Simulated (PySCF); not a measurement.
# Si2NH7 (SMILES [SiH3]N[SiH3]): M06-L/6-31G(d) (spherical functions)

What is the energy change on altering one bond length of Si2NH7 at M06-L/6-31G* (spherical functions)? Input form: a Python script.

The calculation is run with PySCF 2.14.0.

1 further run of the same task is left out (set aside as unsound or not needed).

## Step 1: The molecule

Si2NH7 has 10 atoms, charge 0, and is taken as a singlet. SMILES: `[SiH3]N[SiH3]`. Geometry: relaxed at PBE0-D4/def2-TZVP.

Bond lengths: Si1–N2 1.726 Å, N2–Si3 1.726 Å, Si1–H4 1.484 Å, Si1–H5 1.490 Å, Si1–H6 1.488 Å, N2–H7 1.011 Å, Si3–H8 1.484 Å, Si3–H9 1.488 Å, Si3–H10 1.490 Å. Some angles: Si1–N2–Si3 128.9°, Si1–N2–H7 115.5°, Si3–N2–H7 115.5°, N2–Si1–H4 107.4°, N2–Si1–H5 112.6°, N2–Si1–H6 110.9°, N2–Si3–H8 107.4°, N2–Si3–H9 110.9°, N2–Si3–H10 112.6°, H4–Si1–H5 109.0°.

## Step 2: A single-point energy at M06-L/6-31G(d) (spherical functions)

job.py reads:

```python
# [SiH3]N[SiH3]
from pyscf import gto, dft

molecule = gto.M(
    atom=[
    ('Si', (-1.042800, 0.758390, -0.879990)),
    ('N', (0.119990, 0.500410, 0.368670)),
    ('Si', (0.995830, -0.935260, 0.755390)),
    ('H', (-1.373610, -0.567260, -1.458240)),
    ('H', (-0.532280, 1.645360, -1.962590)),
    ('H', (-2.274280, 1.393560, -0.336440)),
    ('H', (0.361990, 1.317290, 0.912940)),
    ('H', (0.403090, -2.042290, -0.034740)),
    ('H', (0.897240, -1.243020, 2.208320)),
    ('H', (2.444830, -0.827180, 0.426680)),
],
    basis='6-31g*',
    verbose=3,
    max_memory=1860,
)

mf = dft.RKS(molecule, xc='m06-l')
mf.grids.level = 5
mf.conv_tol = 1e-10
mf.kernel()
if not mf.converged:
    mf = mf.newton().run(mf.mo_coeff, mf.mo_occ)

e_tot = mf.e_tot
print('E = %.10f Eh' % e_tot)
```

Command:

```sh
$ OMP_NUM_THREADS=1 python job.py
```

The log of the run:

```text
converged SCF energy = -637.9263726503
E = -637.9263726503 Eh
```

Run time: 45 s. Hardware: 1 thread of Intel Xeon at 2.50GHz (Skylake/Cascade Lake), shared host; peak memory 0.35 GiB.

## Step 3: The distorted shape, same level

run.py reads:

```python
from pyscf import gto, dft

system = gto.M(
    atom='''
Si  -0.924489   1.127710  -2.623546
N    0.238301   0.869730  -1.374886
Si   1.114141  -0.565940  -0.988166
H   -1.255299  -0.197940  -3.201796
H   -0.413969   2.014680  -3.706146
H   -2.155969   1.762880  -2.079996
H    0.480301   1.686610  -0.830616
H    0.521401  -1.672970  -1.778296
H    0.897240  -1.243020   2.208320
H    2.563141  -0.457860  -1.316876
''',
    max_memory=1860,
    verbose=3,
    basis='6-31g*',
)

myscf = dft.RKS(system, xc='m06-l')
myscf.grids.level = 5
myscf.conv_tol = 1e-10
myscf.kernel()
if not myscf.converged:
    myscf = myscf.newton().run(myscf.mo_coeff, myscf.mo_occ)

etot = myscf.e_tot
print(f'total energy: {etot:.8f} hartree')
```

Command:

```sh
$ OMP_NUM_THREADS=1 python run.py
```

The log of the run:

```text
converged SCF energy = -637.767224668346
total energy: -637.76722467 hartree
```

Run time: 53 s. Hardware: 1 thread of Intel Xeon at 2.50GHz (Skylake/Cascade Lake), shared host; peak memory 0.35 GiB.

## Step 4: Outcome

At M06-L/6-31G* (spherical functions):

| quantity | value |
| --- | --- |
| first shape: total energy | -637.92637 Eh |
| first shape: dipole moment | 1.01 D |
| first shape: HOMO energy | -6.27 eV |
| first shape: LUMO energy | 0.17 eV |
| first shape: HOMO–LUMO gap | 6.44 eV |
| distorted shape: total energy | -637.76722 Eh |
| distorted shape: dipole moment | 3.42 D |
| distorted shape: HOMO energy | -5.28 eV |
| distorted shape: LUMO energy | -3.69 eV |
| distorted shape: HOMO–LUMO gap | 1.59 eV |
| energy change with the Si3–H9 bond stretched from 1.488 to 3.275 Å | 4.331 eV |

One bond (distorted shape) is far stretched, which a spin-restricted single reference describes badly; a broken-symmetry solution may lie lower. With the Si3–H9 bond stretched from 1.488 to 3.275 Å the energy rises by 4.33 eV (100 kcal/mol). The first shape isn't relaxed at this level, so the change isn't measured from a minimum. A restricted reference can't describe the breaking bond well at this length.
